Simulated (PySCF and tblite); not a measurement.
Results of a calculation; reference values are marked as such.
C₃H₅Cl, numbered as in [CH2:1]=[CH:2][CH2:3][Cl:4].

Search: ETKDG and KDG, MMFF94s, GFN2-xTB, 90 starts; geometries at PBE0-D3(BJ)/def2-SVP. Free energies are PBE0-D3(BJ)/def2-TZVP single points with GFN2-xTB rigid-rotor and vibrational terms (modes under about 100 cm⁻¹ blended into free rotors). Symmetry numbers and mirror images are counted. Conformers within 4 kcal/mol (GFN2-xTB free energy) were kept, 5 at most. (PySCF 2.14, tblite 0.8.)

Torsions listed: C1–C2–C3–Cl4. Of a mirror pair one member is shown.

| conformer | shape | symmetry |
| --- | --- | --- |
| 1 | 0° | Cs |
| 2 | 120° | C1 (pair) |

Problem. Which of these conformers is the most populated at 298.15 K, and with what share?

Solution. Conformer 2, about 74 %.

Problem. Give the DFT energies and free energies relative to the lowest, and all weights.

Solution. 
| conformer | shape | E(DFT) kcal/mol | G(298.15 K) kcal/mol | weight % |
| --- | --- | --- | --- | --- |
| 1 | 0° | 0.39 | 0.62 | 26.1 |
| 2 | 120° | 0.00 | 0.00 | 73.9 |

Problem. How does its share change from 250 K to 373.15 K?

Solution. From 75 % to 72 %; the mixing entropy goes from 2.15 to 2.17 cal/(mol K).
